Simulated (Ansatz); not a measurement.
`NCSCF` and `CCSCN` differ in one atom or group.

Ansatz, PBE0-D4/def2-TZVP geometries, multiplicity 1. Each molecule was computed in one conformer, which needn't be the lowest.

```
                                        property  `NCSCF`
           HOMO energy (ωB97M-V/def2-TZVPP) / eV    -9.05
           HOMO–LUMO gap (B3LYP/def2-TZVPP) / eV     6.83
size of the dipole moment (B3LYP/def2-TZVPP) / D     2.08
              LUMO energy (PBE0/def2-TZVPP) / eV     0.56
            HOMO–LUMO gap (PBE0/def2-TZVPP) / eV     7.36
             HOMO–LUMO gap (PBE/def2-TZVPP) / eV     5.13
```

**Question.** Give the same properties after the change, and the shifts. (Estimate.)

**Answer.** Ansatz gave: 
| property | `CCSCN` | shift |
| --- | --- | --- |
| HOMO energy (ωB97M-V/def2-TZVPP) / eV | -8.54 | 0.51 |
| HOMO–LUMO gap (B3LYP/def2-TZVPP) / eV | 6.70 | -0.13 |
| size of the dipole moment (B3LYP/def2-TZVPP) / D | 1.65 | -0.43 |
| LUMO energy (PBE0/def2-TZVPP) / eV | 0.96 | 0.40 |
| HOMO–LUMO gap (PBE0/def2-TZVPP) / eV | 7.27 | -0.09 |
| HOMO–LUMO gap (PBE/def2-TZVPP) / eV | 5.23 | 0.10 |

With PBE0 the HOMO rises by 0.50 eV and the LUMO rises by 0.40 eV, so the gap narrows by about 0.10 eV. PBE moves the HOMO by 0.42 eV and ωB97M-V by 0.51 eV. Dipoles are sizes alone; their direction can turn.

B3LYP here is the variant with VWN-RPA as its local correlation; programs differ in this.
